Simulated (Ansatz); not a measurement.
Which is lower?

Two isomers of CH6Si2, closed shell, relaxed at PBE0-D4/def2-TZVP (vibrations not checked).

A:

Si1  (-0.786, 0.950, -1.420)
C2  (0.355, 0.804, -0.166)
Si3  (0.539, -0.721, 0.846)
H4  (-1.704, -0.153, -1.774)
H5  (-0.953, 2.166, -2.247)
H6  (1.001, 1.653, 0.044)
H7  (1.906, -1.302, 0.732)
H8  (-0.444, -1.738, 0.379)
H9  (0.294, -0.461, 2.293)
(Å)

B:

C1  (-0.737, 0.038, -0.658)
Si2  (0.888, 0.865, -0.133)
Si3  (-0.082, -0.907, 0.852)
H4  (-1.651, 0.612, -0.523)
H5  (-0.738, -0.490, -1.609)
H6  (0.775, 2.231, 0.430)
H7  (2.030, 0.715, -1.066)
H8  (0.385, -2.291, 0.606)
H9  (-0.869, -0.772, 2.100)
(Å)

Ansatz 0.2.0; basis: def2-TZVPP; cores frozen in the correlated methods. B3LYP uses VWN-RPA correlation.

(1) Which structure is lower at CCSD(T), and by how much? (Judge from chemistry; the value comes from the calculation.)

The T1 diagnostic stays at or below 0.015. The restricted Hartree–Fock reference is unstable towards an unrestricted one at one or more of these structures.

Results:

(1) The calculation gives: B, by 5.56 kcal/mol (electronic energy, against the other). By their contacts, A is CH₆Si₂ ([SiH2][CH][SiH3]) and B is CH₆Si₂ ([CH2]1[SiH2][SiH2]1).

All methods give the same order:

```
   method  E(B) − E(A) (kcal/mol)
   PBE-D4                  -10.00
r2SCAN-D4                   -9.22
  PBE0-D4                  -11.01
 B3LYP-D4                   -4.85
  wB97M-V                   -7.35
       HF                   -3.54
      MP2                   -5.38
     CCSD                   -5.80
  CCSD(T)                   -5.56
```

Labels in which every atom is bracketed show which atoms are joined, not bond orders.
